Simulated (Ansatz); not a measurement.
**BPH (doublet): wave-function methods side by side, def2-QZVPP**

The task here is to estimate one member of a computed series from the others.

The runs use Ansatz 0.2.0, Gaussian basis; def2-QZVPP, core rule «outside noble gas», up to 6 orbitals frozen.

To be run: UHF; ROHF; CCSD(T) on UHF.

**What is computed**

The geometry is a PBE0/def2-TZVP stationary point (not a proven minimum) of the parent state, kept for this charge and spin.

3 atoms, charge 0, spin multiplicity 2.

Atoms are counted from 1 here; the program's logs count them from 0.

Bond lengths: B1–P2 1.858 Å, P2–H3 1.442 Å. Angles: B1–P2–H3 101.3°.

The first run:

in.yaml reads:

```yaml
crystal:
  periodic: [false, false, false]
  atoms:
    - {symbol: B, position_ang: [0.000000, 0.086612, 1.392821]}
    - {symbol: P, position_ang: [0.000000, -0.072913, -0.458159]}
    - {symbol: H, position_ang: [0.000000, 1.311623, -0.860062]}
basis:
  gaussian: {orbitals: "def2-QZVPP.json"}
magnetization: {spin_polarized: true, initial_magnetization: 1}
hamiltonian: {xc: hf}
output: {orbitals: {seedname: orbitals}}
```

On the command line:

```bash
ansatz run in.yaml --threads 1 --pin off --events-out ev --progress --plain --max-ram 2393MiB
```

Among the steps run: UHF; ROHF; CCSD(T) on UHF.

One of the session's tables, all rows but one given; the rest of the session is left out.

It belongs to the step «Misses and costs». 

| method | from UCCSD(T) (meV) |
| --- | --- |
| ROHF | +7411.4 |
| UHF | ? |
| UMP2 | +1561.0 |
| UCCSD | +454.3 |
| UCCSD(T) | 0 |

Q: Estimate the row for UHF from the others.

**Answer.** from UCCSD(T) (meV): +7090.9. In the column «from UCCSD(T) (meV)» it lies between UMP2 (+1561.0) and ROHF (+7411.4).
